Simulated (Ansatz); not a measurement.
## Rutile MnO2

Method: PBE0 in Ansatz (plane waves, PAW).

Numerical settings: plane-wave cutoff 460 eV, 6×6×8 k mesh (along the axes of the cell as run), Fermi–Dirac smearing 0.01 eV, spin-polarised with opposed moments, scalar-relativistic PAW data made under PBE.

Cell: measured lattice: a = b = 4.3983 Å, c = 2.8730 Å, α = β = γ = 90.00°.

| Property | Value |
|---|---|
| band gap | 2.46 eV (on the SCF k mesh) (direct) |
| magnetic moment (largest site, within a sphere) | 2.55 μB |

Note: the collinear magnetic order is the start's and need not be the measured one; cell and atoms aren't relaxed at this level (largest force component 0.17 eV/Å, pressure -5.6 GPa).

Moments are spin moments.

Computed values are for the static lattice.

Cost on a shared machine: roughly 18 core-minutes.

Ansatz is a quantum-chemistry and plane-wave program.
